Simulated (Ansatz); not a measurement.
## doublet F₂(+): levels of theory in one basis

```csv
atom,x (Å),y (Å),z (Å)
F,0.0000,0.0000,0.0000
F,0.0000,0.0000,1.6000
```

Basis set: def2-SVP (spherical functions). Frozen core: 2 orbitals. Correlation on ROHF uses semicanonical orbitals with singles. Charge 1, multiplicity 2.

Computed with Ansatz (development build ahead of 0.2.0); each method stands on the lowest determinant of its kind that the runs found.

| method | E − E(ROHF) (eV) | <S²> of the determinant |
| --- | --- | --- |
| ROHF | 0.00 | 0.75 |
| UHF | -1.33 | 1.59 |
| ROHF-MP2 | -8.91 | – |
| UHF-MP2 | -8.65 | 1.59 |

Is a single determinant a sound starting point here?

It is doubtful. Unrestricted orbitals lower Hartree–Fock by 1.33 eV and <S²> is 1.59 where a pure state has 0.75, a sign of strong static correlation.

Caution: the charge can sit on one fragment and break the point group. Caution for ROHF, ROHF-MP2: an unrestricted determinant lies well below. Caution for UHF, UHF-MP2: the unrestricted determinant is a mixture of spin states. Caution for ROHF-MP2, UHF-MP2: bonds are stretched, where a single reference can fail; forces differ strongly between restricted and unrestricted references. Caution for ROHF-MP2: other determinants can give a lower correlated total.
